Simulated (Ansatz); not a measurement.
# SiNH₄ (quartet): the correlation ladder at distance Si1–H5 along a hydrogen transfer = 1.381 Å, cc-pVDZ

An exercise on one series of results from a longer session: the logs are not shown, and one member is left open.

The runs use Ansatz 0.2.0, Gaussian basis; cc-pVDZ, core rule «outside noble gas», up to 6 orbitals frozen.

The runs, in order: UHF; CCSD(T) on ROHF; CCSD(T) on UHF; BCCD(T) on ROHF; CISD; CCSDT(Q) on ROHF; CCSDT(Q) on UHF; CASSCF and MRCISD+Q, 5 electrons in 5 orbitals; CASSCF and NEVPT2, 5 electrons in 5 orbitals.

9 further runs of the same task are left out: 1 for a mislabelled method, 8 that didn't finish.

### The geometry

The geometry derives from fragments relaxed apart (PBE0/def2-TZVP) and kept rigid, so it is no stationary point. A hydrogen atom is moved between rigid fragments.

6 atoms, charge 0, spin multiplicity 4.

Atoms are counted from 1 here; the program's logs count them from 0.

Bond lengths: Si1–H2 1.485 Å, Si1–H3 1.485 Å, Si1–H4 1.485 Å, Si1–H5 1.381 Å. Angles: H2–Si1–H3 109.5°, H2–Si1–H4 109.5°, H2–Si1–H5 109.5°, H3–Si1–H4 109.5°, H3–Si1–H5 109.5°, H4–Si1–H5 109.5°.

Set-up of the first run:

in.yaml

```yaml
crystal:
  periodic: [false, false, false]
  atoms:
    - {symbol: Si, position_ang: [-0.870194, 0.000000, 0.000000]}
    - {symbol: H, position_ang: [-1.365066, 1.399708, 0.000000]}
    - {symbol: H, position_ang: [-1.365066, -0.699854, 1.212183]}
    - {symbol: H, position_ang: [-1.365066, -0.699854, -1.212183]}
    - {symbol: H, position_ang: [0.510806, 0.000000, 0.000000]}
    - {symbol: N, position_ang: [2.002806, 0.000000, 0.000000]}
basis:
  gaussian: {orbitals: cc-pVDZ}
magnetization: {spin_polarized: true, initial_magnetization: 3}
hamiltonian: {xc: hf}
output: {orbitals: {seedname: orbitals}}
```

Started as:

```bash
ansatz run in.yaml --threads 1 --pin off --events-out ev --progress --plain --max-ram 2393MiB
```

Among the steps run: UHF; CCSD(T) on ROHF; CCSD(T) on UHF; BCCD(T) on ROHF; CISD; CCSDT(Q) on ROHF; CCSDT(Q) on UHF; CASSCF and MRCISD+Q, 5 electrons in 5 orbitals; CASSCF and NEVPT2, 5 electrons in 5 orbitals.

One of the session's tables, all rows but one given; the rest of the session is left out.

It belongs to the step «Misses and costs». 

```
       method  from UCCSDT(Q) (meV)
         ROHF               +6929.3
          UHF               +6799.2
         RMP2               +1443.9
         UMP2               +1423.4
         CISD                +647.2
        RCCSD                     ?
        UCCSD                +139.1
     RCCSD(T)                 +30.0
     UCCSD(T)                 +28.3
      BCCD(T)                 +29.8
       RCCSDT                  +5.8
       UCCSDT                  +4.0
    RCCSDT(Q)                  +1.9
    UCCSDT(Q)                     0
  CASSCF pair               +6569.8
  NEVPT2 pair               +1446.3
  MRCISD pair                +597.1
MRCISD+Q pair                 +21.5
```

Estimate the missing values for RCCSD.

As computed: from UCCSDT(Q) (meV): +141.6. In the column «from UCCSDT(Q) (meV)» it lies between UCCSD (+139.1) and MRCISD pair (+597.1).

Caveats from the session: Restricted and unrestricted rows rest on different reference determinants; where their highest levels disagree by more than a few hundredths of an eV, they describe different states and don't form one ladder.
